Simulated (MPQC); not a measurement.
# MP2/6-311+G(d,p) run of HNO3 (peroxynitrous acid)

Aim: the energy change on altering one bond length of HNO3 (peroxynitrous acid) at MP2/6-311+G**, from 2 runs. 

Program for the calculation: MPQC 2.3.1.

4 further runs of the same task are left out: 2 that didn't finish, 2 set aside as unsound or not needed.

## Step 1: Starting point

HNO3: 5 atoms, total charge 0, spin state singlet. As SMILES, `O=NOO`. The coordinates come from a PBE0-D4/def2-TZVP relaxation. This is one conformer, not always the lowest.

Bond lengths: O1–N2 1.180 Å, N2–O3 1.353 Å, O3–O4 1.401 Å, O4–H5 0.984 Å. Angles: O1–N2–O3 114.6°, N2–O3–O4 114.1°, O3–O4–H5 101.0°.

## Step 2: A single-point energy at MP2/6-311+G(d,p)

Input file mol.in:

```
% emacs should use -*- KeyVal -*- mode
molecule<Molecule>: (
   symmetry = c1
   unit = bohr
   { atoms geometry } = {
      O  [ 0.25766416  -1.57850713   1.85015526 ]
      N  [ -1.64740654  -1.18731492   0.75738333 ]
      O  [ -1.46470782   0.54524268  -1.11304869 ]
      O  [ 0.96111471   1.56257674  -1.41266476 ]
      H  [ 1.89335440   0.65800264  -0.08178735 ]
   }
)
basis<GaussianBasisSet>: (
   name = "6-311+G**"
   molecule = $:molecule
   basisdir = "."
   puream = yes
)
mpqc: (
   checkpoint = no
   savestate = no
   restart = no
   do_energy = yes
   do_gradient = no
   optimize = no
   mole<MBPT2>: (
      molecule = $:molecule
      basis = $:basis
      memory = 1000000000
      method = mp
      nfzc = 4
      reference<CLHF>: (
         molecule = $:molecule
         basis = $:basis
         total_charge = 0
         memory = 1000000000
         print_evals = yes
         maxiter = 120
         value_accuracy = 1e-08
         guess_wavefunction<CLHF>: (
            molecule = $:molecule
            total_charge = 0
            memory = 1000000000
            value_accuracy = 1e-3
            basis<GaussianBasisSet>: (
               name = "MINI (Huzinaga)"
               molecule = $:molecule
            )
         )
      )
   )
)
```

The basis set 6-311+G** is read from a file made from the Basis Set Exchange's data (not shown).

Command:

```console
$ mpqc mol.in > mol.out
```

Output:

```text
MPQC: Massively Parallel Quantum Chemistry
[...]
  LUMO is    17   A =   0.062385
  total scf energy = -279.4751012199
[...]
  MP2 correlation energy [au]:         -0.789424093939
  MP2 energy [au]:                   -280.264525313792
Value of the MolecularEnergy: -280.2645253138
[...]
        symmetry = c1
[...]
```

Wall time 41 s (1 thread of Arm Neoverse V1, shared host); peak memory 0.51 GiB.

## Step 3: The distorted shape, same level

Input file input.in:

```
% HNO3
molecule<Molecule>: (
   symmetry = c1
   unit = bohr
   { atoms geometry } = {
      O  [ -0.95523010 -2.08716660 1.99996141 ]
      N  [ -2.86030080 -1.69597439 0.90718948 ]
      O  [ -2.67760208 0.03658321 -0.96324254 ]
      O  [ 0.96111471 1.56257674 -1.41266476 ]
      H  [ 1.89335440 0.65800264 -0.08178735 ]
   }
)
basis<GaussianBasisSet>: (
   name = "6-311+G**"
   molecule = $:molecule
   basisdir = "."
   puream = yes
)
mpqc: (
   checkpoint = no
   savestate = no
   restart = no
   do_energy = yes
   do_gradient = no
   optimize = no
   mole<MBPT2>: (
      molecule = $:molecule
      basis = $:basis
      memory = 1000000000
      method = mp
      nfzc = 4
      reference<CLHF>: (
         molecule = $:molecule
         basis = $:basis
         total_charge = 0
         memory = 1000000000
         print_evals = yes
         maxiter = 120
         value_accuracy = 1e-08
         guess_wavefunction<CLHF>: (
            molecule = $:molecule
            total_charge = 0
            memory = 1000000000
            value_accuracy = 1e-3
            basis<GaussianBasisSet>: (
               name = "3-21G"
               molecule = $:molecule
            )
         )
      )
   )
)
```

The basis set 6-311+G** is read from a file made from the Basis Set Exchange's data (not shown).

Command:

```console
$ mpqc input.in > input.out
```

Output:

```text
MPQC: Massively Parallel Quantum Chemistry
[...]
  LUMO is    17   A =  -0.074296
  total scf energy = -279.3613418801
[...]
  MP2 correlation energy [au]:         -0.852116594458
  MP2 energy [au]:                   -280.213458474558
Value of the MolecularEnergy: -280.2134584746
[...]
        symmetry = c1
[...]
```

Run time: 43 s. Hardware: 1 thread of Arm Neoverse V1, shared host; peak memory 0.51 GiB.

## Step 4: What came out

At MP2/6-311+G**, 4 core orbitals frozen:

| quantity | value |
| --- | --- |
| first shape: total energy | -280.26453 Eh |
| first shape: HOMO energy (Hartree–Fock orbitals) | -13.61 eV |
| first shape: LUMO energy (Hartree–Fock orbitals) | 1.70 eV |
| first shape: HOMO–LUMO gap (Hartree–Fock orbitals) | 15.31 eV |
| first shape: correlation energy (4 core orbitals frozen) | -789.4 mEh |
| distorted shape: total energy | -280.21346 Eh |
| distorted shape: HOMO energy (Hartree–Fock orbitals) | -12.52 eV |
| distorted shape: LUMO energy (Hartree–Fock orbitals) | -2.02 eV |
| distorted shape: HOMO–LUMO gap (Hartree–Fock orbitals) | 10.50 eV |
| distorted shape: correlation energy (4 core orbitals frozen) | -852.1 mEh |
| energy change with the O3–O4 bond stretched from 1.401 to 2.101 Å | 1.390 eV |

**Reading.** One bond (distorted shape) is far stretched, which a spin-restricted single reference describes badly; perturbation theory on it can break down and give far too much correlation. With the O3–O4 bond stretched from 1.401 to 2.101 Å the energy rises by 1.39 eV (134 kJ/mol). The first shape isn't relaxed at this level, so the change isn't measured from a minimum. A restricted reference can't describe the breaking bond well at this length.
